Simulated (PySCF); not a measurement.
# Unknown compound

Molecular formula: CF4. Simulated spectra:

$^{13}$C{$^{1}$H} NMR (computed): δ 129.3 (C, quint, J = 345.3 Hz).

Fast rotation and ring inversion assumed for equivalent nuclei, non-relativistic, one computed conformer, no solvent. Structure optimised with GFN2-xTB; PBE0/pcSseg-1 with gauge-including orbitals; J couplings at B3LYP/pcJ-1; PySCF 2.14.0 with density-fitted response routines.

Chemical shifts δ = σref − σ; $^{13}$C vs TMS, all at this level.

Propose a structure and justify it.

Results:


Rings plus π bonds: 0. Carbon types of the structure: 1 × C. δC 129.3: CF4 carbon; 4 electronegative neighbours deshield it.

Structure: carbon tetrafluoride (FC(F)(F)F).

This is the structure that produced the data.

Common functionals overestimate the size of one-bond C–F couplings by tens of Hz; these are unscaled. Shifts are as computed. Against solution values, carbons near 30 ppm lie about +3 ppm off and those near 130 ppm about +5 ppm. Of 1211 compounds with measured shifts, 218 miss one by over three times the rms of a fit or turn the order of signals round; such compounds aren't used in these exercises.
